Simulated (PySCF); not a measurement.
Isomers of C2H8N2, one GFN2-xTB conformer each. Single-point energies are computed at PBE0/pcSseg-1 (PySCF, gas phase, no added dispersion term), electronic only.

**Question.** Rank them by PBE0/pcSseg-1 energy, lowest first (kJ/mol).
A. `[CH3:1][CH2:2][NH:3][NH2:4]` with C1–C2–N3–N4 70°, C2–N3–N4–H -79° and 40°
B. `[CH3:1][NH:2][NH:3][CH3:4]` with C1–N2–N3–C4 165°
C. `[NH2:1][CH2:2][CH2:3][NH2:4]` with H–N1–C2–C3 59° and -59°, N1–C2–C3–N4 180°, C2–C3–N4–H 59° and -59°

**Answer.** C (0.0), A (74.0), B (99.5).

As drawn, the highest has an N–N linkage, which the lowest lacks. GFN2-xTB itself gives, in the same order: 0.0, 50.8, 48.2. Both levels put the same isomer lowest; measured from each level's own lowest isomer, the values differ by up to 51.3 kJ/mol (CNNC: 48.2 against 99.5).

**Question.** Which frontier levels, dipoles and rotational constants go with these structures?

**Answer.** 
| SMILES | HOMO (eV, PBE0/pcSseg-1) | LUMO (eV) | dipole (D) | A, B, C (MHz) |
| --- | --- | --- | --- | --- |
| NCCN | -6.27 | 1.41 | 0.00 | 26095, 3791, 3586 |
| CCNN | -6.65 | 1.37 | 1.82 | 14903, 5287, 4463 |
| CNNC | -6.14 | 1.38 | 1.80 | 28271, 4204, 3973 |

**Question.** As an exercise, what shares would exp(−E/RT) give at 2000 K from these electronic energies alone (no entropy, no degeneracies)?

**Answer.** RT = 16.629 kJ/mol: NCCN 98.6 %, CCNN 1.2 %, CNNC 0.2 %.
